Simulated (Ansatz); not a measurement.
A first, cheap relaxation of `FCCCS`.

```yaml
crystal:
  periodic: [false, false, false]
  atoms:
    - {symbol: F, position_ang: [-1.481700, 1.538400, -0.165000]}
    - {symbol: C, position_ang: [-0.192900, 1.404300, -0.321600]}
    - {symbol: C, position_ang: [0.221800, 0.264800, 0.561800]}
    - {symbol: C, position_ang: [-0.315900, -1.059200, 0.202600]}
    - {symbol: S, position_ang: [0.292900, -1.771800, -1.348400]}
    - {symbol: H, position_ang: [0.022400, 1.242700, -1.379100]}
    - {symbol: H, position_ang: [0.326800, 2.341500, -0.019300]}
    - {symbol: H, position_ang: [1.386300, 0.199400, 0.565000]}
    - {symbol: H, position_ang: [-0.041600, 0.521900, 1.644800]}
    - {symbol: H, position_ang: [-0.206400, -1.796100, 1.027500]}
    - {symbol: H, position_ang: [-1.483800, -0.962400, 0.116400]}
    - {symbol: H, position_ang: [1.549100, -1.978600, -0.850800]}
basis:
  gaussian: {orbitals: def2-SVP}
hamiltonian: {xc: pbe, dispersion: d4}
relax: {f_tol: 0.03, max_steps: 200}
```

```sh
$ ansatz run in.yaml --threads 4 --pin off --events-out ev --progress --plain
```

It prints (some lines left out):

```
Functional definition: PBE
mean field -16757.33767198 eV, -615.8208009137 hartree, gradient 5.7e-5 eV, S^2 0.000000; 0 other end points of the search recorded, 0 dependent functions left out
relax step   1: F+E_penalty+E_count = -16757.57253982 eV  Δ(F+E_penalty+E_count) = +0.000e0 eV  max|allowed force component| = 4.040e0 eV/Å  Δτ_max = 0.0000 Å  (28 SCF iters, accepted)
mean field -16757.68539745 eV, -615.8335795891 hartree, gradient 2.2e-5 eV, S^2 0.000000; 0 other end points of the search recorded, 0 dependent functions left out
relax step   2: F+E_penalty+E_count = -16757.91894194 eV  Δ(F+E_penalty+E_count) = -3.464e-1 eV  max|allowed force component| = 1.359e0 eV/Å  Δτ_max = 0.0767 Å  (28 SCF iters, accepted)
mean field -16757.74182887 eV, -615.8356534057 hartree, gradient 2.5e-5 eV, S^2 0.000000; 0 other end points of the search recorded, 0 dependent functions left out
relax step   3: F+E_penalty+E_count = -16757.97528468 eV  Δ(F+E_penalty+E_count) = -5.634e-2 eV  max|allowed force component| = 4.010e-1 eV/Å  Δτ_max = 0.0721 Å  (28 SCF iters, accepted)
mean field -16757.74498947 eV, -615.8357695556 hartree, gradient 2.5e-5 eV, S^2 0.000000; 0 other end points of the search recorded, 0 dependent functions left out
relax step   4: F+E_penalty+E_count = -16757.97885228 eV  Δ(F+E_penalty+E_count) = -3.568e-3 eV  max|allowed force component| = 1.039e-1 eV/Å  Δτ_max = 0.0341 Å  (29 SCF iters, accepted)
mean field -16757.74577632 eV, -615.8357984716 hartree, gradient 2.5e-5 eV, S^2 0.000000; 0 other end points of the search recorded, 0 dependent functions left out
relax step   5: F+E_penalty+E_count = -16757.97974360 eV  Δ(F+E_penalty+E_count) = -8.913e-4 eV  max|allowed force component| = 3.259e-2 eV/Å  Δτ_max = 0.0103 Å  (29 SCF iters, accepted)
mean field -16757.74574291 eV, -615.8357972440 hartree, gradient 2.5e-5 eV, S^2 0.000000; 0 other end points of the search recorded, 0 dependent functions left out
relax step   6: F+E_penalty+E_count = -16757.97975975 eV  Δ(F+E_penalty+E_count) = -1.616e-5 eV  max|allowed force component| = 3.206e-2 eV/Å  Δτ_max = 0.0093 Å  (29 SCF iters, accepted)
mean field -16757.74596044 eV, -615.8358052382 hartree, gradient 2.5e-5 eV, S^2 0.000000; 0 other end points of the search recorded, 0 dependent functions left out
relax step   7: F+E_penalty+E_count = -16757.97991002 eV  Δ(F+E_penalty+E_count) = -1.503e-4 eV  max|allowed force component| = 9.328e-3 eV/Å  Δτ_max = 0.0088 Å  (30 SCF iters, accepted)
mean field -16757.74596044 eV, -615.8358052382 hartree, gradient 2.9e-5 eV, S^2 0.000000; 1 other end points of the search recorded, 0 dependent functions left out
Total energy: -16757.97993962 eV, -615.8444038144 hartree
Atom 0 at    -1.544287     1.543045    -0.301655 Å, force     0.001779     0.001241    -0.003185 eV/Å
Atom 1 at    -0.159082     1.399591    -0.318186 Å, force    -0.002114    -0.003992     0.005756 eV/Å
Atom 2 at     0.253140     0.283536     0.626570 Å, force     0.002731     0.000641     0.002108 eV/Å
Atom 3 at    -0.340743    -1.078630     0.259785 Å, force     0.005377    -0.003353    -0.009328 eV/Å
Atom 4 at     0.201673    -1.748091    -1.363786 Å, force    -0.006787     0.000871     0.004023 eV/Å
Atom 5 at     0.155351     1.159179    -1.358572 Å, force    -0.001351     0.000897    -0.000002 eV/Å
Atom 6 at     0.300763     2.366321    -0.014976 Å, force    -0.000518     0.002429    -0.000860 eV/Å
Atom 7 at     1.363813     0.229401     0.650718 Å, force    -0.001579    -0.000788     0.001388 eV/Å
Atom 8 at    -0.073543     0.545737     1.657375 Å, force     0.000599     0.002948    -0.001349 eV/Å
Atom 9 at    -0.144795    -1.829376     1.050638 Å, force     0.000962    -0.000803    -0.001245 eV/Å
Atom 10 at    -1.441369    -0.985218     0.161462 Å, force     0.000053    -0.000199     0.000010 eV/Å
Atom 11 at     1.506079    -1.940595    -1.015474 Å, force     0.000847     0.000108     0.002684 eV/Å
Dipole moment:     0.396614     0.009190     0.301853 e Å
```

Hardware: 4 threads of a server CPU on a shared host. Wall time 9.5 s, peak host memory 0.15 GiB.
